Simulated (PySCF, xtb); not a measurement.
ethylamine (C₂H₇N), SMILES C(C)N.

The structure is a stationary point at B3LYP-D3(BJ)/def2-TZVP. One conformer was computed; it need not be the lowest.

Calculation: C-PCM-PBE0/def2-SVP (PySCF).

The values are the electrostatic part of the solvation free energy, E(continuum) − E(gas) at the gas-phase geometry, in a cavity of scaled van der Waals radii (PySCF's table); cavitation and dispersion terms are not included. In vacuum the orbital gap is 8.37 eV. The dipole moment in vacuum is 1.29 D.

Computed values in water (ε = 78.36), diethylether (ε = 4.24), toluene (ε = 2.37):
| solvent | ε | ΔG(elec) (kcal/mol) | dipole (D) | gap (eV) |
|---|---|---|---|---|
| water | 78.36 | -3.7 | 1.63 | 8.68 |
| diethylether | 4.24 | -2.8 | 1.54 | 8.60 |
| toluene | 2.37 | -2.1 | 1.47 | 8.54 |

For comparison, GFN2-xTB/ALPB(water) (xtb, at the GFN2-xTB geometry, all terms of that model) gives -2.3 kcal/mol.
